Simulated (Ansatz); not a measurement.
# AlSi (quartet): from Hartree-Fock to the top rungs at distance Si1–Al2 = 2.594 Å, cc-pVTZ

How much of the correlation energy of AlSi (quartet) does each wave-function method recover here?

Method: cc-pVTZ, core rule «outside noble gas», up to 10 orbitals frozen; program: Ansatz 0.2.0, Gaussian basis.

To be run: UHF; CCSD(T) on ROHF; CCSD(T) on UHF; BCCD(T) on ROHF; CISD; CCSDT(Q) on ROHF; CCSDT(Q) on UHF; CASSCF and MRCISD+Q, 5 electrons in 5 orbitals; CASSCF and NEVPT2, 5 electrons in 5 orbitals; CASSCF and MRCISD+Q, 7 electrons in 8 orbitals; CASSCF and NEVPT2, 7 electrons in 8 orbitals.

13 further runs of the same task are left out: 1 for a mislabelled method, 9 that didn't finish, 3 set aside as unsound or not needed.

### Step 1. What is computed

The geometry derives from a PBE0/def2-TZVP stationary point (not a proven minimum). One bond is set to the value named and the two fragments are kept rigid.

2 atoms, charge 0, spin multiplicity 4.

Atoms are counted from 1 here; the program's logs count them from 0.

Bond lengths: Si1–Al2 2.594 Å.

### Step 2. UHF

in.yaml reads:

```yaml
crystal:
  periodic: [false, false, false]
  atoms:
    - {symbol: Si, position_ang: [0.000000, 0.000000, 0.000000]}
    - {symbol: Al, position_ang: [0.000000, 0.000000, 2.594000]}
basis:
  gaussian: {orbitals: cc-pVTZ}
magnetization: {spin_polarized: true, initial_magnetization: 3}
hamiltonian: {xc: hf}
output: {orbitals: {seedname: orbitals}}
```

On the command line:

```console
$ ansatz run in.yaml --threads 1 --pin off --events-out ev --progress --plain --max-ram 2393MiB
```

After this run come: CCSD(T) on ROHF; CCSD(T) on UHF; BCCD(T) on ROHF; CISD; CCSDT(Q) on ROHF; CCSDT(Q) on UHF; CASSCF and MRCISD+Q, 5 electrons in 5 orbitals; CASSCF and NEVPT2, 5 electrons in 5 orbitals; CASSCF and MRCISD+Q, 7 electrons in 8 orbitals; CASSCF and NEVPT2, 7 electrons in 8 orbitals.

Q: Predict the results of all the runs planned. Wanted: UCCSDT(Q) below the RHF energy; RMP2 from UCCSDT(Q); UMP2 from UCCSDT(Q); RCCSD from UCCSDT(Q); RCCSD(T) from UCCSDT(Q); UCCSD(T) from UCCSDT(Q); RCCSDT(Q) from UCCSDT(Q); NEVPT2 pair from UCCSDT(Q); MRCISD+Q pair from UCCSDT(Q).

The runs gave:

```
                         quantity                                        value
   UCCSDT(Q) below the RHF energy                                   -4.3690 eV
              RMP2 from UCCSDT(Q)                                  +1036.4 meV
              UMP2 from UCCSDT(Q)                                  +1052.7 meV
             RCCSD from UCCSDT(Q)                                   +314.4 meV
          RCCSD(T) from UCCSDT(Q)                                    +71.9 meV
          UCCSD(T) from UCCSDT(Q)                                    +70.9 meV
         RCCSDT(Q) from UCCSDT(Q)                                     +2.7 meV
       NEVPT2 pair from UCCSDT(Q)                                  +1068.8 meV
     MRCISD+Q pair from UCCSDT(Q)                                   +136.6 meV
    NEVPT2 valence from UCCSDT(Q)                                   +726.8 meV
levels within 1 kcal/mol (43 meV)  RCCSDT, UCCSDT, RCCSDT(Q), MRCISD+Q valence
                    T1 diagnostic                                        0.039
   effectively unpaired electrons                                         3.06
```

RCCSD(T) misses by +71.9 meV, 1.6 % of the correlation energy. One determinant dominates. Of the multireference levels listed MRCISD+Q valence comes nearest in total energy (+24.6 meV), which doesn't show that its space is the better one. These misses are within one basis, not against nature; the frozen cores of restricted and unrestricted runs differ, which can shift their rows.
